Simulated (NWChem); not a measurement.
# Correlation energy of CH (+1)

```xyz
2

C      0.0000     0.0000     0.1639
H      0.0000     0.0000    -0.9833
```
Charge +1, spin multiplicity 1.

The numbers come from NWChem runs, not from measurements. Structure: optimised with PBE0/def2-SVP, a minimum by its harmonic frequencies.

Basis set: def2-QZVP. Each correlation energy counts from its own Hartree-Fock reference.

```tsv
method	correlation energy (mHa)	difference from CCSD(T)
CR-CCSD(T)	-120.4	+0.2
CCSD(T)	-120.6	0.0
MP2	-90.4	+30.2
CR-CCSD[T]	-120.4	+0.2
CCSD+T(CCSD)	-120.7	0.0
CCSD	-118.3	+2.4
SCS-MP2	-103.0	+17.7
```

The values span 30.2 mHa, from CCSD+T(CCSD) (lowest) to MP2 (highest). 

The correlated methods keep 1 core orbital frozen. The structure started from a generated list of species. No row is a measurement; the coupled-cluster row has its own basis-set and correlation limits.
